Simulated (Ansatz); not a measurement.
Cs2AgBiBr6 (Fm-3m, No. 225), treated with PBE-D4 in Ansatz (plane waves, PAW).

Settings: plane-wave cutoff 500 eV, 6×6×6 k mesh, gaussian smearing 0.02 eV, no spin polarisation, scalar-relativistic PAW data made under PBE.

Cell (relaxed at this level):

Space group Fm-3m (No. 225); a = b = c = 11.3202 Å, α = β = γ = 90.00°

| atom | site | symmetry | x | y | z |
|---|---|---|---|---|---|
| Cs | 8c | -43m | 0.2500 | 0.2500 | 0.2500 |
| Ag | 4b | m-3m | 0.5000 | 0.5000 | 0.5000 |
| Bi | 4a | m-3m | 0.0000 | 0.0000 | 0.0000 |
| Br | 24e | 4m.m | 0.0000 | 0.0000 | 0.2526 |
(The calculation used a cell of 10 atoms; values per cell refer to that cell.)

Q: Give the computed band gap.

A: 
- band gap = 1.25 eV (on the SCF k mesh)

Note: a distance lies near a switch of the dispersion term, which can move the cell.

Spin–orbit coupling is not included; with these elements it can move the gap by several tenths of an eV or more.

The computed numbers hold no vibrational or temperature effects.

It cost around 2.4 core-minutes (rough) of CPU time.

Ansatz is a quantum-chemistry and plane-wave program.
